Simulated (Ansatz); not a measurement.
Born–Oppenheimer molecular dynamics of BH4NO (7 atoms, charge 0, multiplicity 1). It goes on from the last frame of an earlier run, with new velocities.

Computed with Ansatz 0.2.0, RKS B3LYP/cc-pVDZ.

```yaml
ensemble: NVE (Milne-controlled integrator)
time_step: 0.5 fs
steps_asked: 166
starting_velocities_drawn_for: 700 K
seed: 355599
```

Frames 5 fs apart, positions in Å.

Velocities at 5 fs (Å/ps):

```
B 3.96 4.16 2.43
N -3.11 -2.46 3.54
H 2.66 -12.99 -10.79
H 0.40 38.54 10.91
O 1.69 -2.71 -1.60
H -33.44 3.15 -25.56
H 4.32 3.97 -24.43
```

```xyz
7
Properties=species:S:1:pos:R:3 time_fs=5 energy_less_start_eV=0.174 T=430
B 0.084 -0.203 0.148
N -0.034 0.046 1.522
H -0.991 0.167 1.941
H 0.795 0.172 2.066
O 1.389 -0.325 -0.380
H 1.090 -0.256 -1.340
H -0.900 -0.297 -0.512
7
Properties=species:S:1:pos:R:3 time_fs=10 energy_less_start_eV=0.127 T=503
B 0.113 -0.184 0.166
N -0.049 0.034 1.536
H -0.945 0.113 1.935
H 0.729 0.351 2.132
O 1.380 -0.335 -0.404
H 1.117 -0.283 -1.294
H -0.869 -0.276 -0.621
7
Properties=species:S:1:pos:R:3 time_fs=15 energy_less_start_eV=0.188 T=408
B 0.142 -0.170 0.173
N -0.054 0.024 1.549
H -0.987 0.090 1.995
H 0.602 0.473 2.177
O 1.357 -0.340 -0.419
H 1.302 -0.356 -1.450
H -0.768 -0.244 -0.579
7
Properties=species:S:1:pos:R:3 time_fs=20 energy_less_start_eV=0.236 T=334
B 0.161 -0.161 0.168
N -0.062 0.022 1.571
H -1.007 0.054 1.928
H 0.576 0.511 2.188
O 1.349 -0.340 -0.443
H 1.467 -0.436 -1.335
H -0.847 -0.230 -0.521
7
Properties=species:S:1:pos:R:3 time_fs=25 energy_less_start_eV=0.238 T=331
B 0.144 -0.157 0.160
N -0.060 0.023 1.581
H -1.041 0.049 1.833
H 0.617 0.475 2.209
O 1.362 -0.334 -0.441
H 1.508 -0.525 -1.423
H -0.948 -0.242 -0.445
7
Properties=species:S:1:pos:R:3 time_fs=30 energy_less_start_eV=0.090 T=560
B 0.105 -0.163 0.156
N -0.046 0.025 1.565
H -1.044 0.121 1.822
H 0.608 0.364 2.235
O 1.385 -0.325 -0.434
H 1.355 -0.570 -1.357
H -0.925 -0.276 -0.385
7
Properties=species:S:1:pos:R:3 time_fs=35 energy_less_start_eV=0.053 T=618
B 0.100 -0.178 0.166
N -0.042 0.029 1.530
H -0.950 0.217 1.891
H 0.654 0.225 2.280
O 1.389 -0.310 -0.412
H 1.187 -0.595 -1.323
H -0.965 -0.333 -0.484
7
Properties=species:S:1:pos:R:3 time_fs=40 energy_less_start_eV=0.071 T=589
B 0.112 -0.204 0.162
N -0.038 0.041 1.512
H -0.931 0.310 1.982
H 0.720 0.045 2.154
O 1.370 -0.296 -0.388
H 1.113 -0.609 -1.305
H -0.854 -0.353 -0.549
7
Properties=species:S:1:pos:R:3 time_fs=45 energy_less_start_eV=0.198 T=394
B 0.120 -0.228 0.152
N -0.044 0.058 1.514
H -0.851 0.328 1.985
H 0.851 -0.103 2.035
O 1.344 -0.288 -0.376
H 1.239 -0.581 -1.250
H -0.785 -0.348 -0.611
7
Properties=species:S:1:pos:R:3 time_fs=50 energy_less_start_eV=0.236 T=334
B 0.091 -0.239 0.146
N -0.025 0.065 1.512
H -0.867 0.331 2.074
H 0.817 -0.135 1.993
O 1.341 -0.286 -0.364
H 1.462 -0.579 -1.340
H -0.867 -0.344 -0.662
7
Properties=species:S:1:pos:R:3 time_fs=55 energy_less_start_eV=0.216 T=365
B 0.030 -0.238 0.121
N -0.010 0.069 1.506
H -0.788 0.245 2.077
H 0.823 -0.084 2.114
O 1.360 -0.292 -0.364
H 1.574 -0.517 -1.217
H -0.915 -0.331 -0.558
7
Properties=species:S:1:pos:R:3 time_fs=60 energy_less_start_eV=0.224 T=352
B 0.011 -0.225 0.103
N 0.013 0.063 1.501
H -0.863 0.147 2.064
H 0.799 0.034 2.121
O 1.367 -0.297 -0.344
H 1.596 -0.517 -1.309
H -1.067 -0.331 -0.505
```

Of the whole run (83 fs, mean temperature of the second half 453 K): The conserved energy stayed within 0.11 meV per atom of its start (net change -0.055 meV per atom), so the integration is sound. A run of 0.083 ps of so small a system gives no equilibrium averages.

The run took 97 s on 2 threads of AMD EPYC 7B13 (Zen 3), with other jobs on the host, peak memory 0.12 GiB.
